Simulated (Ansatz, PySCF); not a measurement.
Gas-phase reaction in SMILES: [c-]1ccc[nH]1 → C/[C-]=C\C#N

Property: isomerisation energy (enthalpy at 298 K), in kcal/mol. Set-up: six Cartesian d functions in 6-31G* and its kin unless marked 5d; no spin-orbit coupling; 6-311+G** with 5d; non-relativistic; dispersion terms only where a functional's name holds one. First-principles rows: single points at B3LYP-D3(BJ) geometries (Ansatz, a first-principles code), with unscaled harmonic terms from B3LYP/6-31G* at its own minima. Sets without +, aug- or the D of def2-TZVPD hold no diffuse functions, which anions need.

```
level               program  isomerisation energy (enthalpy at 298 K) (kcal/mol)
------------------  -------  ---------------------------------------------------
HF/STO-3G            Ansatz                                                 -9.9
PBE/def2-SVP         Ansatz                                                  4.7
BP86/def2-SVP         PySCF                                                  2.9
B3LYP/3-21G          Ansatz                                                -10.8
B3LYP/6-31G*         Ansatz                                                -10.0
PBE0/6-311+G**       Ansatz                                                  4.0
M06-2X/6-31G* (5d)    PySCF                                                 -5.3
PBE/def2-TZVPD       Ansatz                                                  2.6
B3LYP/def2-TZVPD     Ansatz                                                 -3.5
```

No value to compare with is used here. The 7 habitual levels span -10.8 (B3LYP/3-21G) to 4.7 kcal/mol (PBE/def2-SVP); B3LYP/def2-TZVPD gives -3.5.

The levels are drawn from those run, B3LYP/6-31G* more often than the rest, none by its result; runs whose electronic state is in doubt are left out.
